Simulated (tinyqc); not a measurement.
RHF in the sto-3g basis, for LiH, spin multiplicity 1, step by step. One step of it, computed by the program tinyqc.

Question. Iteration 3: building the Fock matrix. J_ij = sum D_kl (ij|kl), K_ij = sum D_kl (ik|jl); F = H + J - 0.5 K; E = tr D H + tr D J / 2 - 0.25 tr D K + E_nn.

D after iteration 2, lower triangle:
```
,1Li 1s,1Li 2s,1Li 2px,1Li 2py,1Li 2pz,2H 1s
1Li 1s,1.996290
1Li 2s,-0.001801,0.155865
1Li 2px,0.000000,0.000000,0.000000
1Li 2py,0.000000,0.000000,0.000000,0.000000
1Li 2pz,-0.123222,0.226812,0.000000,0.000000,0.338682
2H 1s,-0.151164,0.332673,0.000000,0.000000,0.496560,0.730389
```

core Hamiltonian H = T + V (hartree), lower triangle:
```
,1Li 1s,1Li 2s,1Li 2px,1Li 2py,1Li 2pz,2H 1s
1Li 1s,-4.757474
1Li 2s,-1.069300,-1.406306
1Li 2px,0.000000,0.000000,-1.144761
1Li 2py,0.000000,0.000000,0.000000,-1.144761
1Li 2pz,-0.018160,-0.127173,0.000000,0.000000,-1.246974
2H 1s,-0.370862,-0.753259,0.000000,0.000000,-0.884681,-1.516561
```

Two-electron integrals (ij|kl) in chemists' order, unique and non-zero (hartree):
```
i,j,k,l,(ij|kl)
1,1,1,1,1.680395
2,1,1,1,0.265420
2,1,2,1,0.049941
2,2,1,1,0.397727
2,2,2,1,0.092860
2,2,2,2,0.290562
3,1,3,1,0.008981
3,2,3,1,0.013788
3,2,3,2,0.064184
3,3,1,1,0.396640
3,3,2,1,0.092880
3,3,2,2,0.290497
3,3,3,3,0.312946
4,1,4,1,0.008981
4,2,4,1,0.013788
4,2,4,2,0.064184
4,3,4,3,0.016869
4,4,1,1,0.396640
4,4,2,1,0.092880
4,4,2,2,0.290497
4,4,3,3,0.279207
4,4,4,4,0.312946
5,1,5,1,0.008981
5,2,5,1,0.013788
5,2,5,2,0.064184
5,3,5,3,0.016869
5,4,5,4,0.016869
5,5,1,1,0.396640
5,5,2,1,0.092880
5,5,2,2,0.290497
5,5,3,3,0.279207
5,5,4,4,0.279207
5,5,5,5,0.312946
6,1,1,1,0.087319
6,1,2,1,0.016498
6,1,2,2,0.031131
6,1,3,3,0.030763
6,1,4,4,0.030763
6,1,5,1,0.001948
6,1,5,2,0.003728
6,1,5,5,0.031881
6,1,6,1,0.005956
6,2,1,1,0.165984
6,2,2,1,0.039027
6,2,2,2,0.124697
6,2,3,3,0.118803
6,2,4,4,0.118803
6,2,5,1,0.006397
6,2,5,2,0.035459
6,2,5,5,0.136353
6,2,6,1,0.015289
6,2,6,2,0.083283
6,3,3,1,0.003506
6,3,3,2,0.015268
6,3,5,3,0.005784
6,3,6,3,0.006759
6,4,4,1,0.003506
6,4,4,2,0.015268
6,4,5,4,0.005784
6,4,6,4,0.006759
6,5,1,1,0.194826
6,5,2,1,0.046376
6,5,2,2,0.154149
6,5,3,3,0.144012
6,5,4,4,0.144012
6,5,5,1,0.009998
6,5,5,2,0.054213
6,5,5,5,0.174227
6,5,6,1,0.019079
6,5,6,2,0.113746
6,5,6,5,0.158417
6,6,1,1,0.349424
6,6,2,1,0.083716
6,6,2,2,0.289865
6,6,3,3,0.265169
6,6,4,4,0.265169
6,6,5,1,0.016847
6,6,5,2,0.108405
6,6,5,5,0.338760
6,6,6,1,0.034688
6,6,6,2,0.236874
6,6,6,5,0.337570
6,6,6,6,0.774606
```

nuclear repulsion = 1.05413787 hartree

Give: Coulomb J; exchange K; Fock matrix F; total energy of this density.

Answer.

Coulomb J (hartree), lower triangle:
```
,1Li 1s,1Li 2s,1Li 2px,1Li 2py,1Li 2pz,2H 1s
1Li 1s,4.083
1Li 2s,0.704,1.376
1Li 2px,0.000,0.000,1.338
1Li 2py,0.000,0.000,0.000,1.338
1Li 2pz,0.030,0.181,0.000,0.000,1.444
2H 1s,0.244,0.748,0.000,0.000,0.968,1.950
```

exchange K (hartree), lower triangle:
```
,1Li 1s,1Li 2s,1Li 2px,1Li 2py,1Li 2pz,2H 1s
1Li 1s,3.355
1Li 2s,0.560,0.334
1Li 2px,0.000,0.000,0.053
1Li 2py,0.000,0.000,0.000,0.053
1Li 2pz,-0.004,0.300,0.000,0.000,0.456
2H 1s,0.194,0.500,0.000,0.000,0.668,1.173
```

Fock matrix F (hartree), lower triangle:
```
,1Li 1s,1Li 2s,1Li 2px,1Li 2py,1Li 2pz,2H 1s
1Li 1s,-2.352
1Li 2s,-0.646,-0.197
1Li 2px,0.000,0.000,0.166
1Li 2py,0.000,0.000,0.000,0.166
1Li 2pz,0.014,-0.096,0.000,0.000,-0.031
2H 1s,-0.224,-0.255,0.000,0.000,-0.251,-0.153
```

total energy of this density = -7.85020 hartree

This density is a damped mixture and is not idempotent.
